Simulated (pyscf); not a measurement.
HO–Si(F)(F)–F (SMILES O[Si](F)(F)F) + H₂ (SMILES [H][H]) → HO–Si(F)(F)–F (SMILES O[Si](F)(F)F) + H₂ (SMILES [H][H]) (four-centre exchange; singlet surface; H–O, H–H broken, H–O, H–H formed). Structures and frequencies: ωB97X-D3(BJ)/def2-SVP in PySCF. Energies in kJ/mol from the separated reactants.

```json
[
 {"level": "PBE/def2-TZVP", "barrier": "245.5", "reaction energy": "0.0"},
 {"level": "r²SCAN/def2-TZVP", "barrier": "…", "reaction energy": "0.0"},
 {"level": "PBE0-D3(BJ)/def2-TZVP", "barrier": "…", "reaction energy": "0.0"},
 {"level": "M06-2X/def2-TZVP", "barrier": "292.6", "reaction energy": "0.0"},
 {"level": "ωB97M-D3(BJ)/def2-TZVP", "barrier": "280.4", "reaction energy": "0.0"},
 {"level": "HF/def2-TZVP", "barrier": "366.2", "reaction energy": "0.0"}
]
```

**Question.** Some entries are withheld; supply them.

**Answer.** 
- r²SCAN/def2-TZVP, barrier: 266.5
- PBE0-D3(BJ)/def2-TZVP, barrier: 266.9

The functionals in the table span 47.1 kJ/mol in this barrier, from PBE to M06-2X. The same reactants have a lower exit, to F–SiH(F)–F + H₂O (barrier +223.7 kJ/mol at ωB97M-D3(BJ)/def2-TZVP, against +280.4 kJ/mol here). One saddle was located; it need not be the lowest between these sides.
